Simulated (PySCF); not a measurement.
**water: proton affinities at several levels**

Structure: `O` (H2O). Optimised structure (Å), atoms numbered from 1:
```
O     0.0103    0.3972   -0.0050
H    -0.7439   -0.1968    0.0686
H     0.7565   -0.2055   -0.0887
```

All levels share the PBE0-D3(BJ)/def2-SVP structures and the PBE0-D3(BJ)/def2-SVP thermal terms; only the single-point energies (PySCF) change. Values are proton affinities (298 K, kJ/mol).

```
                           level   O1  abs. error    time
         PBE0-D3(BJ)/aug-pcseg-1  682         7.2  0.72 s
                   LDA/def2-TZVP  683         6.8  0.82 s
             PBE0-D3(BJ)/6-31+G*  684         5.1  0.47 s
         PBE0-D3(BJ)/aug-cc-pVDZ  689         0.0  0.64 s
           BLYP-D3(BJ)/def2-TZVP  690         0.1  0.93 s
      CAM-B3LYP-D3(BJ)/def2-TZVP  690         0.9  0.81 s
           PBE0-D3(BJ)/def2-SVPD  691         2.0  0.72 s
 ωB97M-D3(BJ)/def2-TZVP (grid 3)  692         2.5   1.4 s
         PBE0-D3(BJ)/ma-def2-SVP  693         3.7  0.51 s
       M06-2X/def2-TZVP (grid 3)  693         3.8   1.6 s
          PBE0-D3(BJ)/def2-TZVPD  694         4.3  0.85 s
             PBE0-D3(BJ)/pcseg-1  694         4.8   0.5 s
     PBE0-D3(BJ)/6-311++G(2d,2p)  694         5.0  0.78 s
            PBE-D3(BJ)/def2-TZVP  695         5.3     1 s
          B3LYP-D3(BJ)/def2-TZVP  695         5.3  0.72 s
           BP86-D3(BJ)/def2-TZVP  696         6.5     1 s
     PBE0-D3(BJ)/jun-cc-pV(T+d)Z  696         6.5  0.92 s
         PBE0-D3(BJ)/aug-cc-pVTZ  696         6.7   1.3 s
           PBE0-D3(BJ)/6-311+G**  696         6.9  0.63 s
          PBE0-D3(BJ)/def2-SV(P)  697         7.2  0.53 s
         PBE0-D3(BJ)/aug-cc-pVQZ  697         7.2   3.3 s
         PBE0-D3(BJ)/def2-QZVPPD  697         7.3   2.5 s
        PBE0-D3(BJ)/ma-def2-TZVP  697         7.7  0.73 s
             BHandHLYP/def2-TZVP  699         9.1  0.64 s
           PBE0-D3(BJ)/def2-QZVP  699         9.1   2.1 s
r2SCAN-D3(BJ)/def2-TZVP (grid 3)  699         9.4   1.8 s
             PBE0-D3(BJ)/pcseg-2  699         9.6  0.85 s
                 HSE06/def2-TZVP  700        10.2   1.4 s
          ωB97X-D3(BJ)/def2-TZVP  701        11.1  0.73 s
           PBE0-D3(BJ)/def2-TZVP  701        11.9       –
          M06/def2-TZVP (grid 3)  702        12.1   1.6 s
               LC-ωPBE/def2-TZVP  702        12.6   1.2 s
          PBE0-D3(BJ)/def2-TZVPP  702        12.9  0.91 s
  TPSS-D3(BJ)/def2-TZVP (grid 3)  703        13.5   1.9 s
 TPSSh-D3(BJ)/def2-TZVP (grid 3)  705        15.1   1.7 s
        M06-L/def2-TZVP (grid 3)  705        15.8     2 s
                 B97-2/def2-TZVP  707        17.6  0.67 s
                    HF/def2-TZVP  708        18.6  0.25 s
             PBE0-D3(BJ)/cc-pVTZ  709        19.2  0.82 s
              PBE0-D3(BJ)/6-31G*  710        20.4  0.52 s
                  OPBE/def2-TZVP  714        24.5  0.99 s
             PBE0-D3(BJ)/cc-pVDZ  722        32.6  0.52 s
            PBE0-D3(BJ)/def2-SVP  724        34.5  0.52 s
               PBE0-D3(BJ)/6-31G  728        38.6  0.45 s
                      ATcT 1.112  689
```

Times are wall times for all single points of a level on 1 thread of Intel Xeon @ 2.80GHz, a shared host; the dash marks the run that also made the structures. BLYP, BP86, HSE06, LC-ωPBE, LDA, M06-L, OPBE, PBE, TPSS, r2SCAN ran on a slower path of this set-up, which computes the density-fitting integrals anew in every SCF cycle while the other levels store them. So the times needn't show the usual order of cost, and those levels read slower than they are.

Hartree-Fock leaves out electron correlation, so its proton affinities can be off by tens of kJ/mol.

The spread: 46 kJ/mol, from 682 to 728.
